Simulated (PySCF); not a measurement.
**Working out the ionisation energy of Cl**

Cl [Ne] 3s2 3p5 (2P) → Cl⁺ [Ne] 3s2 3p4 (3P). Computed with PySCF 2.14 in dyall-av3z (19s12p3d2f, 84 functions), with scalar relativity by spin-free X2C-1e. Frozen: [Ne]; the 26 highest virtual orbitals dropped. Energies in hartree (1 hartree = 27.21139 eV):

```json
{"part": "UHF", "Cl (lower)": "-460.903103", "Cl⁺ (upper)": "-460.471396"}
{"part": "MP2 opposite-spin", "Cl (lower)": "-0.126465", "Cl⁺ (upper)": "-0.098246"}
{"part": "MP2 same-spin", "Cl (lower)": "-0.037515", "Cl⁺ (upper)": "-0.029075"}
```

Q: What does Hartree-Fock give?

A: (-460.471396) − (-460.903103) = 0.431707 hartree = 11.747 eV.

Q: What do MP2 and SCS-MP2 (6/5 opposite-spin, 1/3 same-spin) give?

A: The opposite-spin parts differ by 0.768 eV and the same-spin parts by 0.230 eV. MP2: 11.747 + (0.768) + (0.230) = 12.745 eV. SCS-MP2: 11.747 + 1.2 × (0.768) + (0.230)/3 = 12.745 eV.

Measured between the centres of the two terms (NIST): 12.974 eV, so MP2 (valence) is off by -0.229 eV.

What remains against the reference includes basis incompleteness, the frozen core and correlation beyond second order.
